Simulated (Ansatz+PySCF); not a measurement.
Results of a calculation; reference values are marked as such.
## PySCF 2.14.0 run

```python
from pyscf import gto, scf, mp

mol = gto.M(atom="""
C 0.000000 -0.133380 -1.098380
C 0.000000 0.307980 0.329890
O 0.000000 -0.737050 1.203420
H 0.000000 -0.348530 2.089950
H 0.000000 -1.182440 -1.358940
H 0.000000 0.627020 -1.865280
O 0.000000 1.466400 0.699340
""", basis='cc-pvtz', charge=0, spin=1)
mf = scf.UHF(mol)
mf.kernel()
pt = mp.MP2(mf, frozen=4).run()
print(mf.e_tot, pt.e_corr, pt.e_tot)
```

The script is written out from the run's settings.

Output:

```yaml
Converged: yes
Reference_energy: -227.27352 hartree
Correlation_energy: -0.76008 hartree
Total_energy: -228.03360 hartree
Spin_squared_of_the_determinant: 0.796
```
